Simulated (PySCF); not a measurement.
Gas-phase reaction: 4 vinylsilane ⇌ Si2H6 + 2 C3H4 (propyne) + 2 CH3SiH2

Energies from PySCF, thermal terms from the rigid-rotor harmonic-oscillator model, ideal gas at 1 bar. † marks an energy on the PBE0/def2-TZVP geometry and frequencies; other levels use their own. MP2 and CCSD(T) freeze the core. 6-31G* has spherical d functions here. Open shells (unrestricted): CH3SiH2 (multiplicity 2); the rest are closed-shell singlets. B3LYP is the form with VWN-RPA correlation. CH3SiH2: computed as isolated molecules; such fragments, hydroxides, amides, oligomers or adducts are transient or little studied in the gas. MP2 isn't extrapolated to the basis-set limit; its ΔH°(298 K) is 318.8 kJ in def2-SVP and 337.4 kJ in def2-TZVPP. CCSD(T) isn't extrapolated to the basis-set limit; its ΔH°(298 K) is 346.3 kJ in def2-SVP and 356.8 kJ in def2-TZVPP. The harmonic model lacks anharmonicity and excited electronic states, which grow with temperature; levels with a mode under 35 cm⁻¹ are left out. Internal rotation in vinylsilane, Si2H6, CH3SiH2 is treated as a harmonic vibration of one conformer, which makes the entropy rough.

```json
[
 {"level": "B3LYP/6-31G*", "ΔE electronic, kJ": "345", "ΔH°(298 K), kJ": "340", "ΔS°(298 K), J/K": "162", "ΔG°(2000 K), kJ": "22"},
 {"level": "BLYP/def2-TZVP†", "ΔE electronic, kJ": "332", "ΔH°(298 K), kJ": "327", "ΔS°(298 K), J/K": "158", "ΔG°(2000 K), kJ": "19"},
 {"level": "CCSD(T)/def2-SVP†", "ΔE electronic, kJ": "351", "ΔH°(298 K), kJ": "346", "ΔS°(298 K), J/K": "158", "ΔG°(2000 K), kJ": "38"},
 {"level": "HF/6-31G*", "ΔE electronic, kJ": "297", "ΔH°(298 K), kJ": "290", "ΔS°(298 K), J/K": "159", "ΔG°(2000 K), kJ": "-22"},
 {"level": "M06-2X/def2-TZVP†", "ΔE electronic, kJ": "338", "ΔH°(298 K), kJ": "333", "ΔS°(298 K), J/K": "158", "ΔG°(2000 K), kJ": "25"},
 {"level": "MP2/def2-TZVPP†", "ΔE electronic, kJ": "342", "ΔH°(298 K), kJ": "337", "ΔS°(298 K), J/K": "158", "ΔG°(2000 K), kJ": "29"},
 {"level": "PBE/def2-TZVP†", "ΔE electronic, kJ": "322", "ΔH°(298 K), kJ": "317", "ΔS°(298 K), J/K": "158", "ΔG°(2000 K), kJ": "9"},
 {"level": "PBE0/def2-QZVP†", "ΔE electronic, kJ": "327", "ΔH°(298 K), kJ": "322", "ΔS°(298 K), J/K": "158", "ΔG°(2000 K), kJ": "14"},
 {"level": "PBE0/def2-TZVP", "ΔE electronic, kJ": "328", "ΔH°(298 K), kJ": "323", "ΔS°(298 K), J/K": "158", "ΔG°(2000 K), kJ": "15"},
 {"level": "r2SCAN/def2-TZVP†", "ΔE electronic, kJ": "328", "ΔH°(298 K), kJ": "323", "ΔS°(298 K), J/K": "158", "ΔG°(2000 K), kJ": "15"},
 {"level": "ωB97M-V/def2-TZVP†", "ΔE electronic, kJ": "377", "ΔH°(298 K), kJ": "372", "ΔS°(298 K), J/K": "158", "ΔG°(2000 K), kJ": "63"}
]
```
ΔH° is lowest at HF/6-31G* and highest at ωB97M-V/def2-TZVP†. No reference value is set beside these.
